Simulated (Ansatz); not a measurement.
## [CH$_{3}$···H···Si], triplet: the ladder up to UCCSDT(Q)

Geometry: a point of a hydrogen-transfer path between rigid fragments, not a stationary point.

| atom | x (Å) | y (Å) | z (Å) |
| --- | --- | --- | --- |
| C | -2.0813 | 0.0000 | 0.0000 |
| H | -2.4446 | 1.0273 | 0.0000 |
| H | -2.4446 | -0.5137 | 0.8897 |
| H | -2.4446 | -0.5137 | -0.8897 |
| H | -0.6793 | 0.0000 | 0.0000 |
| Si | 1.1777 | 0.0000 | 0.0000 |

Basis cc-pVDZ; Ansatz 0.2.0. Only valence electrons are correlated (noble-gas cores frozen), which leaves 12 electrons in 46 orbitals. Prefix R: restricted or restricted open-shell reference; prefix U: unrestricted. Active spaces: pair = (4e, 4o) about the gap.

Full CI isn't at hand for all of this; UCCSDT(Q) serves as the reference, and is uncertain by about the last step of the cluster series. The frozen core follows each run's orbitals, which can shift R against U totals by a few meV.

For open shells CISD is restricted-active-space CI with the open shells as a complete middle space.

The UHF ⟨S²⟩ is 2.021, the T1 diagnostic (RCCSD) is 0.0185 and the largest doubles amplitude (RCCSD) is 0.092. The T1 diagnostic (UCCSD) is 0.0129.

```json
{"level": "RHF", "E − E(UCCSDT(Q)) (kJ/mol)": "714.4", "share of correlation (%)": "0.00", "wall time": "–"}
{"level": "UHF", "E − E(UCCSDT(Q)) (kJ/mol)": "702.4", "share of correlation (%)": "1.68", "wall time": "–"}
{"level": "RMP2", "E − E(UCCSDT(Q)) (kJ/mol)": "133.0", "share of correlation (%)": "81.38", "wall time": "–"}
{"level": "UMP2", "E − E(UCCSDT(Q)) (kJ/mol)": "132.4", "share of correlation (%)": "81.47", "wall time": "–"}
{"level": "CISD", "E − E(UCCSDT(Q)) (kJ/mol)": "83.9", "share of correlation (%)": "88.25", "wall time": "3.9 s"}
{"level": "RCCSD", "E − E(UCCSDT(Q)) (kJ/mol)": "22.1", "share of correlation (%)": "96.90", "wall time": "–"}
{"level": "UCCSD", "E − E(UCCSDT(Q)) (kJ/mol)": "21.8", "share of correlation (%)": "96.95", "wall time": "–"}
{"level": "RCCSD(T)", "E − E(UCCSDT(Q)) (kJ/mol)": "3.7", "share of correlation (%)": "99.49", "wall time": "5 s"}
{"level": "UCCSD(T)", "E − E(UCCSDT(Q)) (kJ/mol)": "3.6", "share of correlation (%)": "99.50", "wall time": "4.8 s"}
{"level": "BCCD(T)", "E − E(UCCSDT(Q)) (kJ/mol)": "3.6", "share of correlation (%)": "99.49", "wall time": "5.5 s"}
{"level": "RCCSDT", "E − E(UCCSDT(Q)) (kJ/mol)": "0.9", "share of correlation (%)": "99.88", "wall time": "–"}
{"level": "UCCSDT", "E − E(UCCSDT(Q)) (kJ/mol)": "0.9", "share of correlation (%)": "99.88", "wall time": "–"}
{"level": "RCCSDT(Q)", "E − E(UCCSDT(Q)) (kJ/mol)": "0.0", "share of correlation (%)": "100.00", "wall time": "51 s"}
{"level": "CASSCF (pair space)", "E − E(UCCSDT(Q)) (kJ/mol)": "651.2", "share of correlation (%)": "8.84", "wall time": "–"}
{"level": "NEVPT2 (pair space)", "E − E(UCCSDT(Q)) (kJ/mol)": "131.9", "share of correlation (%)": "81.53", "wall time": "1.3 s"}
{"level": "MRCISD (pair space)", "E − E(UCCSDT(Q)) (kJ/mol)": "70.4", "share of correlation (%)": "90.15", "wall time": "–"}
{"level": "MRCISD+Q (pair space)", "E − E(UCCSDT(Q)) (kJ/mol)": "4.9", "share of correlation (%)": "99.31", "wall time": "1.7 s"}
```

The correlation energy at UCCSDT(Q), counted from RHF, is -7.404 eV. That run took 44 s on 1 thread of Arm Neoverse V2, shared host.

Times hold each run's SCF and search for its determinant on a shared host, so for small cases they say little of a method's own cost; they ran on 1 thread of Arm Neoverse V2.
